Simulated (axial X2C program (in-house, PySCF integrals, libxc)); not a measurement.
**Potential curves of SiCl, with spin–orbit coupling**

All values were computed with an in-house relativistic program for diatomic molecules. Two-component (2c) means X2C with spin–orbit coupling and atomic mean-field two-electron Coulomb and Gaunt terms. Basis: Cl dyall-av3z [9s8p3d2f], Si dyall-v3z [8s7p2d1f] (cores contracted in-house); Gaussian nuclei, density fitting, unrestricted open shells. Masses: Cl 34.969 u, Si 27.977 u.

State: Ω = 1/2 (⟨Sz⟩ = -0.50, ⟨Lz⟩ = 1.00 at HF). Energies in kJ/mol from the fragments at the same level (Cl + Si). Fits are polynomials in 1 − R0/R over 0.85 to 1.23 times the lowest point R0.

```json
{"R (Å)": "1.8105", "MP2": "-329.00", "HF": "-184.77"}
{"R (Å)": "1.8937", "MP2": "-380.43", "HF": "-237.34"}
{"R (Å)": "1.9561", "MP2": "-402.39", "HF": "-260.03"}
{"R (Å)": "2.0186", "MP2": "-413.83", "HF": "-272.11"}
{"R (Å)": "2.0810", "MP2": "-417.21", "HF": "-276.08"}
{"R (Å)": "2.1538", "MP2": "-413.58", "HF": "-273.08"}
{"R (Å)": "2.2267", "MP2": "-403.99", "HF": "-264.09"}
{"R (Å)": "2.3203", "MP2": "-385.69", "HF": "-246.56"}
{"R (Å)": "2.4348", "MP2": "-357.64", "HF": "-219.45"}
{"R (Å)": "2.6012", "MP2": "-311.65", "HF": "-174.86"}
```

Correlated methods: 11 electrons correlated (number of frozen shells: Cl 2 s, 1 p; Si 2 s, 1 p), 167 virtual spin orbitals or spinors in MP2.

One determinant describes the state; a PBE0 search over occupations chose it and may have missed a lower one. Dissociation energies refer to the lowest single-determinant-based atoms at the same level and basis. In 2c an atomic determinant is not the ground J level, so De misses part of the atomic spin–orbit lowering. This holds for MP2. MP2 and coupled cluster on one determinant become unreliable at the stretched end.

(1) What are Re, ωe and De at the MP2 level?

(2) What are Re, ωe and De at the HF level?

Results:

(1) At MP2, 2c: Re = 2.082 Å, ωe ≈ 530 cm⁻¹, De = 4.32 eV to Cl + Si; Be follows as 0.25 cm⁻¹.

(2) At HF, 2c: Re = 2.087 Å, ωe ≈ 525 cm⁻¹, De = 2.86 eV to Cl + Si; Be follows as 0.249 cm⁻¹.
